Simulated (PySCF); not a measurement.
H3N, SMILES N.

Geometry: PBE-D3(BJ)/def2-TZVPD.

All values below come from B3LYP/def2-TZVPD (PySCF).

Symmetry labels are those of the subgroup Cs that the program uses (full group C3v).

**Question.** List the valence orbital energies around the gap with their symmetry. (An estimate is asked for; the answer gives what the named calculation found.)

**Answer.** 
```tsv
orbital	symmetry	energy (eV)
HOMO−4	A'	-389.15
HOMO−3	A'	-23.25
HOMO−2	A"	-12.60
HOMO−1	A'	-12.60
HOMO	A'	-7.50
LUMO	A'	-0.02
LUMO+1	A'	2.19
LUMO+2	A"	2.19
LUMO+3	A'	3.47
```
